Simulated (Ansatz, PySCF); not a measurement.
Isomers of C3H8O. Gas-phase values, no solvent. One relaxed conformer stands for each flexible species; it need not be the lowest. Strings in code marks are SMILES.

Quantity: electronic energy of isomers of C3H8O relative to `CCCO` (C–C–C–O torsion -178°, C–C–O–H torsion -59°), in eV.

Level 1: B3LYP-D3(BJ)/def2-TZVP (PySCF)
Level 2: PBE-D3(BJ)/def2-TZVP // B3LYP-D3(BJ)/def2-TZVP (PySCF)
Level 3: r2SCAN0/cc-pVTZ // B3LYP-D3(BJ)/def2-TZVP (Ansatz, a first-principles code)
Level 4: HF/3-21G // B3LYP-D3(BJ)/def2-TZVP (PySCF)

```
species                       level 2  level 3  level 4
----------------------------  -------  -------  -------
`CCOC` (C–C–O–C torsion 73°)    0.384    0.417    0.202
```

Q: What does level 1 give for each?

A: 
- `CCOC` (C–C–O–C torsion 73°): 0.355
